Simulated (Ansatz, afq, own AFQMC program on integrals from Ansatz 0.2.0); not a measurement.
Two steps: Ansatz 0.2.0 writes the Fock matrix and Cholesky factors of the valence space, and afq projects on them the lowest state that overlaps trial and start.

```yaml
crystal:
  periodic: [false, false, false]
  atoms:
    - {symbol: Si, position_ang: [0.000000, 0.000000, 0.573232]}
    - {symbol: N, position_ang: [0.000000, 0.000000, -0.941224]}
    - {symbol: H, position_ang: [0.000000, 0.741473, -1.446551]}
    - {symbol: H, position_ang: [0.000000, -0.741473, -1.446551]}
basis:
  gaussian: {orbitals: cc-pVDZ}
magnetization: {spin_polarized: true, initial_magnetization: 1}
correlation: {method: ccsd_t, electrons: outside_noble_gas, hamiltonian_folder: ham}
```

```sh
$ ansatz run in.yaml --threads 1 --pin off --events-out ev --progress --plain --max-ram 1382MiB
```

afq runs on the folder ham with

```
--method free --trial cisd --walkers 60 --time-step 0.03 --max-blocks 80 --target-error 0.0004 --factor-cut 1e-05 --seed 8247 --times 0,0.21,0.42,0.81,1.2,1.8,2.4,3 --taylor-order 8
```

Times are imaginary, in 1/Eh. The walk had a cap of 1172 s.

Output of the walk:

```
orbitals 36  electrons 6 5  factors 285 of 405
reference energy -344.45979455 Eh
CCSD correlation -0.25410697 Eh in 10 cycles, weight of the determinant in the CISD state 0.8917
repeat  energy at the last time / Eh  error
    10  -344.721151  0.000929
    20  -344.721661  0.000693
    30  -344.721889  0.000713
    40  -344.721220  0.000771
    50  -344.721582  0.000673
    60  -344.721837  0.000619
    70  -344.721862  0.000579
    80  -344.721797  0.000511
time / (1/Eh)  energy / Eh  error  mean overlap
  0.00  -344.713859  0.000216  1.1218
  0.21  -344.717625  0.000242  1.1205
  0.42  -344.719374  0.000219  1.1173
  0.81  -344.720239  0.000267  1.1245
  1.20  -344.721086  0.000322  1.1140
  1.80  -344.721022  0.000403  1.1182
  2.40  -344.721747  0.000429  1.0828
  3.00  -344.721797  0.000511  1.0753
energy -344.721797 +/- 0.000511 Eh
```

The run passed its tests (error under three times the target), which doesn't prove that it has relaxed.

Against this walk (error 13.9 meV) on the same determinant: CCSD(T) 43.4 meV higher, CCSDT(Q) 13.0 meV higher (within the noise). The error is statistical, and a free projection of finite length keeps a remainder of its start.

Cautions: remainder of the start not in the error; error above the target (13.9 against 10.9 meV).

The walk took 3.6 min on 1 thread of Intel(R) Xeon(R) Platinum 8488C (Sapphire Rapids), with other jobs on the host. The log's last line is the free-projection energy.

CCSDT and higher add their correlation energy to the determinant of the CCSD(T) run, since their own runs factorise the integrals more tightly (a shift of under 2 meV). A walk keeps the symmetry of its determinant, which the program's search chose and which needn't be the lowest solution, so a lower state of the same spin and another symmetry isn't excluded.
